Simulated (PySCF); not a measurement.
Phosphorus: a sound run and one with changed settings

Sound run: P [Ne] 3s2 3p3, P⁺ [Ne] 3s2 3p2. Calculation: PySCF 2.14, in pcseg-2 (5s4p2d1f, 34 functions); the non-relativistic Hamiltonian (point nucleus). The sound run starts from symmetry-adapted Hartree-Fock orbitals and uses a fine grid where one is needed.

A second run was set up differently.

```
species  method  sound run (hartree)  changed run (hartree)  converged
      P     UHF           -340.70921             -340.70921        yes
      P   B3LYP           -341.28896             -341.28896        yes
      P  M06-2X           -341.24787             -341.24787        yes
     P⁺     UHF           -340.34439             -340.34439        yes
     P⁺   B3LYP           -340.90694             -340.90697        yes
     P⁺  M06-2X           -340.86798             -340.86966        yes
```

Ionisation energy of P:

```tsv
method	sound run (eV)	changed run (eV)
UHF	9.927	9.927
B3LYP	10.395	10.394
M06-2X	10.337	10.292
```

Q: What was changed?
A. basis contracted for another Hamiltonian
B. level shift left on
C. minimal basis
D. angular grid far too coarse

A: D. It used 26 angular points. A coarse angular grid integrates products of high-l functions wrongly, so density functionals can shift, and the SCF can exploit the error; Hartree-Fock and MP2 need no grid.
